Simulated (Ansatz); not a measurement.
Basis-set extrapolation for C$_{3}$H$_{6}$F (`[CH2]CCF`) radical (PBE0-D4/def2-TZVP geometry, frozen core, the Gaussian-basis code of Ansatz). Multiplicity 2, UHF reference.

```csv
,def2-TZVPP,def2-QZVPP
HF,-216.574377,-216.584244
MP2 correlation,-0.738276,-0.794502
CCSD(T) correlation,-0.803458,not run
```

Energies in hartree. Use E(X) = E(∞) + A·exp(−7.88·√X) for Hartree–Fock and E(X) = E(∞) + B·X^(−2.97) for correlation, with X = 3 and 4, and add CCSD(T) minus MP2 of the smaller set to the MP2 limit.

Task: What is the CCSD(T) energy at the basis-set limit?

Result: HF limit: -216.584244 + (-0.009867) × 0.13774 = -216.58560. MP2 limit: -0.794502 + (-0.056226) × 0.74074 = -0.83615. Higher-order term: -0.803458 − (-0.738276) = -0.06518. Total: -217.48693 hartree, 286.4 kJ/mol below CCSD(T)/def2-TZVPP.
